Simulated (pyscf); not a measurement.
Single points on ωB97X-D3(BJ)/def2-SVP structures (PySCF, gas phase).

Question: Estimate by transition-state theory the rate constant of O=Cr(=O)(Cl)–Cl + hydrogen (H₂) → O=Cr(OH)–Cl [singlet] + hydrogen chloride (HCl) (singlet surface; Cl–Cr, H–H broken, H–O, Cl–H formed) at 1200 K, with ωB97M-D3(BJ)/def2-TZVP energies (ideal gas, 1 atm, RRHO with modes under 100 cm⁻¹ raised to 100, one conformer, R ln 2 for chiral ones without a mode under 150 cm⁻¹; no tunnelling).

Answer: The electronic barrier is 44.9 kcal/mol and the thermal terms add +35.9, so ΔG‡ = 80.8 kcal/mol. With k_BT/h = 2.50e+13 s⁻¹ and RT = 2.385 kcal/mol, and a volume of 1.64e-19 cm³ per molecule at 1 atm, k = 7.8e-21 cm³ molecule⁻¹ s⁻¹. Wigner's tunnelling factor for 1665i cm⁻¹ would be 1.17. A shift of 1 kcal/mol in the barrier changes k by a factor 1.5. On the product side the descent ends in an adduct with a Cl–Cr contact (not fully relaxed), 10.9 kcal/mol under the separated species and 66.6 kcal/mol under the saddle at ωB97X-D3(BJ)/def2-TZVP. What is counted as broken (Cl–Cr) persists as a longer contact in the product adduct; parting that adduct is a step of its own. At the saddle there is also a short Cr–H, Cr–H contact that neither side keeps. O=Cr(OH)–Cl [singlet] is an excited spin state, 19.8 kcal/mol over the triplet at ωB97X-D3(BJ). One saddle was located; it need not be the lowest between these sides.
